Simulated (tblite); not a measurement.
Compound: C₃HF₂ (charge +1).
SMILES: `c1[c+](c1F)F`

Computed with GFN2-xTB (tblite): harmonic, unscaled wavenumbers at the GFN2-xTB geometry, gas phase. Against measured fundamentals such values can be off by several per cent, at times by over 20.

Harmonic wavenumbers (cm⁻¹): 276.2, 339.8, 506.4, 518.0, 817.7, 837.4, 843.8, 963.1, 1266.2, 1588.2, 2023.9, 3052.1.

A = 13851, B = 3802, C = 2983 MHz; mass 75.005 u (most abundant isotopes); point group C2v, symmetry number 2.

What is the zero-point energy?

½Σν̃ = 6516 cm⁻¹ = 77.95 kJ/mol.

Entropy at 298.15 K, 1 bar (ideal gas, RRHO, classical rotation)?

Translation 162.70, rotation 99.38, vibration 19.76: S = 281.8 J/(mol K).

And Cp and H(298.15 K) − H(0)?

Cp = 67.58 J/(mol K), of which vibrations give 34.33 (their classical limit is 12 R = 99.8); H(298.15 K) − H(0) = 13.91 kJ/mol without the zero-point energy, 4.00 from vibrations.

How do the functions run with temperature in this model?

```
 T (K)  S (J/(mol K))  Cp (J/(mol K))  H − H(0) (kJ/mol)  G − H(0) (kJ/mol)  ln q(vib)
    50          202.7            33.5               1.66              -8.47       0.00
   100          227.0            37.9               3.43             -19.27       0.03
373.15          298.0            76.8              19.34             -91.87       1.19
   500          322.3            88.9              29.89            -131.26       1.98
   750          361.5           104.1              54.19            -216.93       3.58
  1000          392.8           112.9              81.41            -311.35       5.08
```

q(vib) and H(0) count from the zero-point level.

What must be added to the electronic energy to get the Gibbs energy at 298.15 K and 1 bar?

ZPE + [H(298.15 K) − H(0)] − T·S = 77.95 + 13.91 − 84.03 = 7.83 kJ/mol.

Hindered rotation and anharmonicity are outside this model.

Run on one thread, Arm Neoverse V1, no GPU, on a shared host. The figure is for the frequency step alone.
